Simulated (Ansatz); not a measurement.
## Energy profile

The step: AlNH₄ ([NH2][AlH2]) + PH₃ → AlPH₄ ([AlH2][PH2]) + NH₃ (still joined by a long Al–N bond); bonds formed: N2–H5; dative contacts that become bonds: Al1–P6; bonds broken: H5–P6; bonds weakened to dative contacts: Al1–N2 (atoms numbered as in the saddle structure below).

```xyz
10
angstrom
Al -0.5598 -0.0607 -1.0914
N 0.5100 1.2911 -0.2702
H 0.2124 -0.8402 -2.2404
H -2.1044 0.3106 -1.1170
H 0.5738 0.3119 0.8662
P -0.0570 -1.1649 1.0753
H 0.0714 2.1675 -0.0139
H 1.4169 1.5020 -0.6693
H 0.8680 -2.2018 1.2936
H -0.9313 -1.3155 2.1671
```

Electronic energies by CCSD(T) at an estimated basis limit (MP2 extrapolated from triple and quadruple zeta, plus CCSD(T) − MP2 in triple zeta), on PBE0-D4/def2-TZVP structures; AlPNH7, closed shell; no counterpoise correction. Ansatz 0.2.0; basis: def2-TZVPP and def2-QZVPP; cores frozen in the correlated methods. Extrapolation: Hartree–Fock as exp(−7.88 √X), correlation as X^−2.97.

(1) Give the profile in kcal/mol, counted from the separated reactants. (To be estimated.)

No T1 diagnostic of these runs exceeds 0.014.

## Answers

(1) Computed:
```
                                                                                                      point  kcal/mol
separated: AlNH4 (linked as [NH2][AlH2]; Al1, N2, H3, H4, H7, H8; singlet) + PH3 (H5, P6, H9, H10; singlet)      0.00
                                                                                            start structure     -8.65
                                                                                                     saddle     16.02
                                                                                              end structure    -17.55
separated: AlPH4 (linked as [AlH2][PH2]; Al1, H3, H4, P6, H9, H10; singlet) + NH3 (N2, H5, H7, H8; singlet)     11.78
```

For scale, one of the runs: CCSD(T)/def2-TZVPP, 213 basis functions, launched by `ansatz run in.yaml --threads 2 --pin off --events-out ev --progress --plain --max-ram 4352MiB`. The run took 23 s on 2 CPU threads (shared host), with 2.9 GiB of host memory at its peak.
